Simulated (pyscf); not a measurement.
Optimised with ωB97X-D3(BJ)/def2-SVP in PySCF.

Q: For the elementary gas-phase step HO–BH–CH₂–CH₂–OH (SMILES OBCCO) → HO–BH–OH (SMILES OBO) + H₂C=CH₂ (SMILES C=C) (singlet surface; C–O, B–C broken, B–O formed), what barrier and reaction energy does ωB97M-D3(BJ)/def2-TZVP give, measured from the reactant's lowest minimum found?

A: ΔE‡ = 26.5 kcal/mol, ΔE = -17.5 kcal/mol. Zero-point energy shifts the barrier by -1.5 kcal/mol. It is an elimination, with an imaginary mode of 595i cm⁻¹. HO–BH–CH₂–CH₂–OH lies 52.9 kcal/mol over its isomer H₃C–CH₂–B(OH)–OH (electronic energy, ωB97M-D3(BJ)/def2-TZVP). This is the saddle that the search found; another between the same sides may lie lower.
